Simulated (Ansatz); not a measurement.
**H6NOSi− (SMILES [OH-].[SiH3]N): Born-Oppenheimer dynamics**

The task is to watch the atoms for 80 steps of 0.5 fs, started with velocities for 1500 K and run with a Langevin thermostat.

Computed with Ansatz 0.2.0, Gaussian basis. Level: SPW92/def2-SVP.

## (1) Where the work starts

The start, a pair relaxed at PBE0-D4: SMILES `[OH-].[SiH3]N`, 9 atoms, charge -1, spin multiplicity 1.

Atoms are counted from 1 here; the program's logs count them from 0.

Bond lengths: O1–H2 0.962 Å, O1–Si3 1.720 Å, Si3–N4 1.771 Å, Si3–H5 1.569 Å, Si3–H6 1.617 Å, Si3–H7 1.533 Å, N4–H8 1.009 Å, N4–H9 1.010 Å. Angles: H2–O1–Si3 105.3°, O1–Si3–N4 125.9°, O1–Si3–H5 88.9°, O1–Si3–H6 88.8°, O1–Si3–H7 115.6°, N4–Si3–H5 89.8°, N4–Si3–H6 87.9°, N4–Si3–H7 118.5°, H5–Si3–H6 174.9°, H5–Si3–H7 93.6°, H6–Si3–H7 91.5°, Si3–N4–H8 119.2°, Si3–N4–H9 118.9°, H8–N4–H9 113.0°.

As a file:

```xyz
9
charge -1, multiplicity 1
O     0.51086    0.28605   -1.78570
H    -0.23103    0.80613   -2.10787
Si    0.33448    0.25659   -0.07505
N    -0.60364   -0.92586    0.85093
H     1.58916   -0.68112    0.00805
H    -1.02365    1.11932   -0.23493
H     1.01929    1.40057    0.68219
H    -1.48217   -0.64568    1.26127
H    -0.11319   -1.61600    1.40111
```

## (2) Dynamics

md/in.yaml

```yaml
crystal:
  periodic: [false, false, false]
  atoms:
    - {symbol: O, position_ang: [0.510862, 0.286051, -1.785701]}
    - {symbol: H, position_ang: [-0.231034, 0.806133, -2.107875]}
    - {symbol: Si, position_ang: [0.334482, 0.256592, -0.075050]}
    - {symbol: N, position_ang: [-0.603639, -0.925859, 0.850931]}
    - {symbol: H, position_ang: [1.589155, -0.681117, 0.008053]}
    - {symbol: H, position_ang: [-1.023655, 1.119320, -0.234934]}
    - {symbol: H, position_ang: [1.019286, 1.400566, 0.682192]}
    - {symbol: H, position_ang: [-1.482171, -0.645682, 1.261273]}
    - {symbol: H, position_ang: [-0.113188, -1.616003, 1.401110]}
basis:
  gaussian: {orbitals: def2-SVP}
total_charge: -1
hamiltonian: {xc: lda}
md: {n_steps: 80, timestep: 0.5, temperature: 1500, ensemble: nvt_langevin, seed: 676, friction: 0.05, initial_velocities: maxwell_boltzmann}
```

The run is started by

```sh
$ ansatz run in.yaml --threads 4 --pin off --events-out ev --progress --plain --max-ram 9574MiB
```

What does the calculation give? Wanted: temperature at the start; mean temperature, second half; lowest and highest potential energy, from the first frame; largest change of potential + kinetic.

The runs gave:

| quantity | value |
| --- | --- |
| length | 80 steps, 40.0 fs |
| temperature at the start | 1333 K |
| mean temperature, second half | 1176 K |
| lowest and highest potential energy, from the first frame | 0 and 1208 meV |
| largest change of potential + kinetic | 1252.5 meV |

**Reading.** The thermostat trades energy with the molecule, so the sum of potential and kinetic energy isn't conserved: it changes by +852 meV over the run. The mean temperature of the second half is still well below the 1500 K set. The instant temperature ranges from 758 to 1518 K, as energy passes between motion and strain. The molecule keeps its bonds. Under Langevin the temperature counts 3N degrees of freedom, more than the drawn velocities fill, so it starts at 1333 K, not 1500 K.
